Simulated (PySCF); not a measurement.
This PySCF input asks for the spin–spin couplings of SMILES [Li][NH2], H$_{2}$LiN; the geometry comes from GFN2-xTB.

```python
import basis_set_exchange as bse
import numpy as np
from pyscf import gto, dft
from pyscf.data import nist
from pyscf.prop import ssc

atoms = """
Li    1.583962   -0.025857    0.037779
N    -0.103125    0.004328   -0.007828
H    -0.747358   -0.779837    0.002312
H    -0.723245    0.806139   -0.055117
"""
names = dict.fromkeys(["Li", "N", "H"], "pcJ-1")
basis = {el: gto.basis.parse(bse.get_basis(n, elements=[el], fmt="nwchem")) for el, n in names.items()}
mol = gto.M(atom=atoms, basis=basis, charge=0, verbose=0)
mf = dft.RKS(mol, xc="B3LYP")
mf.grids.level = 2
mf.grids.alignment = dft.numint.BLKSIZE   # the property module wants whole blocks of grid points
mf.conv_tol = 1e-9
mf.kernel()

sc = ssc.RKS(mf)
sc.with_fcsd = True   # Fermi contact and spin-dipole together
sc.max_cycle_cphf = 60
g = {"H": 5.58569468, "Li": 2.170951, "N": -0.566378}   # nuclear g factors of 1H, 7Li, 15N
sc.nuc_pair = [(i, j) for i in range(mol.natm) for j in range(i + 1, mol.natm)
               if mol.atom_pure_symbol(i) in g and mol.atom_pure_symbol(j) in g]
K = sc.kernel()
unit = nist.HARTREE2J / nist.PLANCK * (0.5 * nist.E_MASS / nist.PROTON_MASS) ** 2
for (i, j), k in zip(sc.nuc_pair, K):
    a, b = mol.atom_pure_symbol(i), mol.atom_pure_symbol(j)
    J = unit * g[a] * g[b] * np.trace(k) / 3
    if abs(J) >= 1:
        print("%s%d %s%d %8.1f Hz" % (a, i, b, j, J))
```

Task: Give the expected output.

Result: 
```
Li0 N1    -52.5 Hz
Li0 H2      5.6 Hz
Li0 H3      5.8 Hz
N1 H2    -58.5 Hz
N1 H3    -58.7 Hz
H2 H3    -12.7 Hz
```

These numbers come from an equivalent density-fitted implementation of the same equations, which agrees with the script to about 0.1 Hz, so last digits may differ.

Size and cost of the density-fitted run: 58 basis functions, 1.6 s wall time on 1 thread of an Arm Neoverse N1, shared host.
